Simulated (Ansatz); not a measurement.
Input file:

```yaml
crystal:
  periodic: [false, false, false]
  atoms:
    - {symbol: N, position_ang: [0.000000, 0.000000, 0.000000]}
    - {symbol: S, position_ang: [0.000000, 0.000000, 1.979000]}
basis:
  gaussian: {orbitals: 6-31G}
total_charge: 1
magnetization: {spin_polarized: true, initial_magnetization: 2}
correlation: {method: ccsdtq, electrons: outside_noble_gas}
```

```sh
$ ansatz run in.yaml --threads 1 --pin off --events-out ev --progress --plain --max-ram 2393MiB
```

Log:

```
452 factors; integrals over basis functions are off by at most 5.5e-8 eV
mean field evaluation 1: about -12279.0833 eV, gradient 1.7e1 eV
mean field evaluation 2: about -12279.1634 eV, gradient 1.6e1 eV
mean field evaluation 4: about -12281.1521 eV, gradient 3.1e0 eV
mean field evaluation 8: about -12281.7743 eV, gradient 3.0e0 eV
mean field evaluation 16: about -12283.1081 eV, gradient 3.4e-1 eV
mean field evaluation 32: about -12283.9215 eV, gradient 3.6e-1 eV
mean field evaluation 64: about -12282.3921 eV, gradient 3.5e-1 eV
mean field evaluation 96: about -12284.3266 eV, gradient 9.0e-4 eV
mean field evaluation 128: about -12279.6407 eV, gradient 6.0e0 eV
mean field evaluation 160: about -12284.6024 eV, gradient 2.3e-3 eV
...
mean field -12284.60236395 eV, -451.4508100725 hartree, gradient 1.2e-6 eV, S^2 3.284927; 26 other end points of the search recorded, 0 dependent functions left out
determinant -12284.60236395 eV, -451.4508100725 hartree, with singles and doubles -12287.68055713 eV, -451.5639315855 hartree
determinant -12284.32661281 eV, -451.4406764051 hartree, with singles and doubles -12287.50131833 eV, -451.5573446810 hartree
determinant -12284.07830609 eV, -451.4315513016 hartree, with singles and doubles -12286.42188322 eV, -451.5176761726 hartree
determinant -12283.11034788 eV, -451.3959794932 hartree, with singles and doubles -12286.42027882 eV, -451.5176172119 hartree
determinant -12282.47005228 eV, -451.3724490641 hartree, with singles and doubles -12286.16709532 eV, -451.5083128898 hartree
determinant -12282.42200915 eV, -451.3706835115 hartree, with singles and doubles -12283.96410661 eV, -451.4273545479 hartree
determinant -12282.41838109 eV, -451.3705501827 hartree, with singles and doubles -12285.76670285 eV, -451.4935987381 hartree
determinant -12282.40299211 eV, -451.3699846484 hartree, with singles and doubles -12287.40901560 eV, -451.5539526184 hartree
determinant -12282.13121478 eV, -451.3599970155 hartree, with singles and doubles -12284.85910253 eV, -451.4602450413 hartree
determinant -12282.03206031 eV, -451.3563531562 hartree, with singles and doubles -12286.47321521 eV, -451.5195625884 hartree
determinant -12281.99824609 eV, -451.3551105063 hartree, with singles and doubles -12284.91338342 eV, -451.4622398274 hartree
determinant -12281.53584461 eV, -451.3381175655 hartree, with singles and doubles -12283.28338096 eV, -451.4023383416 hartree
determinant -12284.60236395 eV, -451.4508100725 hartree, with singles and doubles -12288.15260427 eV, -451.5812789981 hartree
determinant -12284.32661281 eV, -451.4406764051 hartree, with singles and doubles -12288.10685146 eV, -451.5795976133 hartree
determinant -12282.40299211 eV, -451.3699846484 hartree, with singles and doubles -12287.64705620 eV, -451.5627004489 hartree
6 core orbitals not correlated: weight in the atoms' cores, before any rotation towards them, 1.000 or more for the frozen orbitals, at most 0.000 for the correlated occupied ones
reference -12284.60236395 eV, -451.4508100725 hartree; 6, 4 occupied and 10, 12 virtual orbitals, 452 factors
second order -1.72816630 eV of doubles, -0.00000000 eV of singles
...
cycle   5  -4.07835836 eV  change   -1.0e-7 eV  update   2.5e-7
cycle   6  -4.07835792 eV  change    4.4e-7 eV  update   2.3e-7
cycle   7  -4.07835752 eV  change    4.0e-7 eV  update   1.8e-7
cycle   8  -4.07835723 eV  change    2.9e-7 eV  update   1.7e-7
cycle   9  -4.07835695 eV  change    2.8e-7 eV  update   1.3e-7
cycle  10  -4.07835674 eV  change    2.1e-7 eV  update   1.0e-7
cycle  11  -4.07835656 eV  change    1.8e-7 eV  update   7.4e-8
cycle  12  -4.07835646 eV  change    9.6e-8 eV  update   5.4e-8
cycle  13  -4.07835634 eV  change    1.2e-7 eV  update   4.3e-8
cycle  14  -4.07835625 eV  change    9.0e-8 eV  update   4.0e-8
WARN: these amplitudes may be one of several solutions (largest doubles amplitude 1.09, level shift 0.00 eV)
Total energy: -12288.68072020 eV, -451.6006869004 hartree
```

The determinant's ⟨S²⟩ is 3.28 against 2.00 for a pure state. The T1 diagnostic is 0.122.

For the same geometry and basis full CI lies 7.2 meV higher. By full CI's occupations no single determinant describes the state well. The program flagged this run's energy as in doubt. The determinant fills πx and πy unequally, so it is a mixture of Σ and Δ.

Ran on 1 thread of Arm Neoverse V1, shared host: 1.7 min wall, 0.37 GiB peak host memory.
